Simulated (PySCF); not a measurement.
# C₄H₄FN: geometry, NMR shifts, spin-spin couplings and electronic excitations

What NMR shifts, spin-spin couplings and electronic excitations should C₄H₄FN (`Fc1cc[nH]c1`) show?

The runs use PySCF 2.14.0, with density-fitted response routines of our own; the level of theory stands in each step. All values are computed, except where a source is named. Atoms count from 0, in the outputs and in this text.

### Step 1. The starting structure

10 atoms, charge 0, multiplicity 1; geometry from: MMFF94s. The atoms were then displaced at random by about 0.03 Å, so the start is not that level's minimum.

Bonds of the start (Å): F0–C1 1.41, C1–C2 1.44, C2–C3 1.23, C3–N4 1.40, N4–C5 1.37, C5–C1 1.34, C2–H6 1.11, C3–H7 1.13, N4–H8 0.96, C5–H9 1.10.

### Step 2. Optimising the geometry at PBE0-D3(BJ)/def2-SVP

Job settings and geometry (Å):

```
{"job": {"xc": "PBE0", "basis": "def2-SVP", "d3": "d3bj", "grid": 1, "shake": 0.03, "kind": "geom"}, "charge": 0, "multiplicity": 1}
F      2.453430     0.099590     0.663720
C      1.089200     0.069990     0.295010
C      0.134780     1.144240     0.219550
C     -0.909380     0.620300    -0.168880
N     -0.842280    -0.758080    -0.373110
C      0.454960    -1.058090    -0.067380
H      0.420440     2.183760     0.472930
H     -1.927040     1.089150    -0.346240
H     -1.559090    -1.369100    -0.579880
H      0.809630    -2.098500    -0.111300
```

The run is started by

```
$ OMP_NUM_THREADS=1 python probes_run.py task.json out
```

One launch serves the whole session: the jobs run in the order shown.

**Question.** This job is followed by: GIAO PBE0/pcSseg-1 NMR shielding, non-relativistic, gas phase; B3LYP/pcJ-1 indirect spin-spin coupling, non-relativistic, gas phase; TDDFT PBE0/def2-SVPD, vertical, gas phase, core orbitals frozen in the response; GIAO WP04/pcSseg-2 NMR shielding, non-relativistic, gas phase. Predict these results of the whole session: point group; rotational constants (main isotopes); 13C shifts against TMS (PBE0/pcSseg-1); 1H shifts against TMS (PBE0/pcSseg-1); 19F shifts against CFCl3 (PBE0/pcSseg-1); 15N shifts against NH3 (PBE0/pcSseg-1); largest coupling of the table (B3LYP/pcJ-1); lowest singlet (PBE0/def2-SVPD); brightest single state of those computed; lowest triplet; vertical ionisation energy (ΔSCF); range of the shift of N4.

As calculated:

```
                                   quantity                           value
                                point group                              Cs
       rotational constants (main isotopes)            9.04, 3.46, 2.50 GHz
     13C shifts against TMS (PBE0/pcSseg-1)  160.3, 117.0, 103.9, 102.5 ppm
      1H shifts against TMS (PBE0/pcSseg-1)      6.84, 6.46, 6.38, 6.14 ppm
   19F shifts against CFCl3 (PBE0/pcSseg-1)                      -172.3 ppm
     15N shifts against NH3 (PBE0/pcSseg-1)                       157.7 ppm
largest coupling of the table (B3LYP/pcJ-1)        1J(F,C) F0–C1, -307.1 Hz
            lowest singlet (PBE0/def2-SVPD)     5.70 eV (217 nm), f = 0.001
   brightest single state of those computed     state 2, 6.38 eV, f = 0.110
                             lowest triplet                         4.27 eV
          vertical ionisation energy (ΔSCF)                         8.44 eV
                   range of the shift of N4              150.4 to 157.7 ppm
```

What this shows: The start was shaken at random, so part of the energy gained undoes that. The optimisation took 10 steps and gained 1.123 eV; among the close pairs (by a distance rule), C2–C3 changed most, from 1.231 to 1.381 Å. No frequency check was run at this level, so the end point may be a saddle. NICS(1)zz of -29 ppm above the planar ring from C1 marks a diatropic (aromatic) ring current. Of the pairs tabulated at B3LYP/pcJ-1, F0–C1 couples most strongly (-307.1 Hz; Fermi contact -314.8 Hz). The first singlet state (HOMO→LUMO 0.99) lies at 5.70 eV and is dark; of the 10 states computed, the strongest absorption comes from state 2 at 6.38 eV. The lowest triplet lies 1.43 eV below the lowest singlet (triplets in Tamm-Dancoff, singlets in full TDDFT). The orbital energy would give 6.31 eV for ionisation, ΔSCF gives 8.44 eV. In ppm, N4 moves most: its shift spreads over 7.3 ppm, from 150.4 (WP04/pcSseg-2) to 157.7 (PBE0/pcSseg-1).
